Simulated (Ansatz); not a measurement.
AlGa, singlet: reading a ladder of total energies

Geometry: a point of a stretch scan, not a stationary point.

```tsv
atom	x (Å)	y (Å)	z (Å)
Al	0.0000	0.0000	0.0000
Ga	0.0000	0.0000	2.7480
```

Basis cc-pVTZ; Ansatz 0.2.0. Only valence electrons are correlated (noble-gas cores and the filled d shells of p-block atoms frozen), which leaves 6 electrons in 58 orbitals. Prefix R: restricted or restricted open-shell reference. No spin–orbit coupling is included, and no scalar relativity.

Full CI is exact within this basis and frozen core; it isn't the basis-set limit.

RHF is unstable: UHF (⟨S²⟩ = 1.17) lies 0.79 eV below the lowest RHF solution. Higher spins weren't run at this geometry and may lie near or lower.

RCCSD has a T1 diagnostic of 0.017 and a largest doubles amplitude of 0.12.

Runs differ by some tens of microhartree through their thresholds, so steps under 0.03 kcal/mol mean nothing.

```csv
level,total energy (hartree)
RHF,-2165.141155
RMP2,-2165.237335
RCCSD,-2165.269220
RCCSD(T),-2165.273962
RCCSDT,-2165.275670
RCCSDT(Q),-2165.276431
RCCSDTQ,-2165.276813
full CI,-2165.276885
```

Q: What is the correlation energy at full CI, and what share of it do RMP2 and RCCSD recover?

A: E(corr) = -2165.276885 − (-2165.141155) = -0.135730 hartree = -3.693 eV. RMP2: -0.096180 / -0.135730 = 70.86 %. RCCSD: -0.128065 / -0.135730 = 94.35 %.

Q: By how many kcal/mol does RCCSD(T) miss full CI (1 hartree = 627.509 kcal/mol), and which steps make up the rest?

A: -2165.273962 − (-2165.276885) = 0.002923 hartree = 1.83 kcal/mol. Steps: RCCSDT − RCCSD(T) = -1.07, RCCSDT(Q) − RCCSDT = -0.48, RCCSDTQ − RCCSDT(Q) = -0.24, full CI − RCCSDTQ = -0.05 kcal/mol. With more than one leading determinant such errors change with state and geometry, and needn't cancel in differences.
